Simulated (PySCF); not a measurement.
## Isomerisation enthalpies of C3H8O

**Experimental background.**

CRC Handbook of Chemistry and Physics lists, for the gas at 298.15 K: enthalpy of formation of `CCCO` (1-propanol) -255.1 kJ/mol; enthalpy of formation of `CCOC` (methoxyethane) -216.4 kJ/mol.

The results are set against them at the end.

Differences of these values give the isomerisation enthalpies. Geometries: GFN2-xTB; runs in PySCF, gas phase, with a dispersion term only where the level names one. Total electronic energies (Eh):

```tsv
SMILES	PBE0/pcSseg-1
CCCO	-194.09961
CCOC	-194.08608
```

Geometry of `CCCO` (Å):
```
atom  x, y, z in Å
C1    -1.523    0.009    0.098
C2    -0.146    0.097   -0.545
C3     0.963   -0.242    0.452
O4     2.248   -0.196   -0.121
H5    -1.707   -0.997    0.468
H6    -1.599    0.702    0.935
H7    -2.296    0.258   -0.625
H8    -0.083   -0.592   -1.389
H9     0.016    1.110   -0.927
H10    0.903    0.438    1.316
H11    0.843   -1.266    0.814
H12    2.383    0.679   -0.503
```

Geometry of `CCOC` (Å):
```
atom  x, y, z in Å
C1     1.397    0.384    0.131
C2     0.479   -0.714   -0.404
O3    -0.765   -0.250   -0.877
C4    -1.630    0.230    0.120
H5     1.504    1.173   -0.609
H6     2.377   -0.035    0.345
H7     1.000    0.813    1.048
H8     0.941   -1.192   -1.271
H9     0.321   -1.476    0.376
H10   -2.598    0.376   -0.357
H11   -1.292    1.186    0.534
H12   -1.735   -0.495    0.937
```

Zero-point and thermal terms are left out, so the computed numbers are electronic energies.

**Comparison with experiment**

Relative to `CCCO`, the lowest by measurement, in kJ/mol (measured: enthalpies at 298.15 K; computed: electronic energies):

```
SMILES  measured  PBE0/pcSseg-1
  CCCO       0.0            0.0
  CCOC      38.7           35.5
```

Measured values: -255.1 kJ/mol (298.15 K; CRC Handbook of Chemistry and Physics) for the first row; the others come from the same table. Unsigned miss: PBE0/pcSseg-1 3.2 kJ/mol. One conformer stands for `CCCO` and `CCOC`, not necessarily the lowest, while the measurement averages over conformers. Where a level misses, the cause wasn't examined.
